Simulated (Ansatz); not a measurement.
```yaml
atoms:
  - { symbol: C, position_ang: [0.0000, 0.0000, 0.1743] }
  - { symbol: H, position_ang: [0.0000, 0.8622, -0.5230] }
  - { symbol: H, position_ang: [0.0000, -0.8622, -0.5230] }
```

Basis set: pcseg-2 (spherical functions). Charge 0, multiplicity 1.

Computed with Ansatz (development build ahead of 0.2.0); free ground-state atoms in the same class of orbitals, no zero-point energy, no relativity. Restricted functionals stand beside restricted open-shell atoms, which can lie above the unrestricted atoms usual in DFT and then raise those values.

The atomization energy of singlet CH2 from measured heats of formation, zero-point and thermal terms removed is 7.840 eV (G2/97 set, Curtiss et al., J. Chem. Phys. 106, 1063 (1997), as shipped with ASE); it holds spin-orbit and other relativistic effects.

Q: How far do PBE0 (restricted), PBE (restricted) miss it in this basis?

A:

```tsv
method	atomization energy (eV)	computed − measured (eV)
PBE0 (restricted)	7.679	-0.161
PBE (restricted)	7.769	-0.071
```

Caution: another spin multiplicity may lie lower.
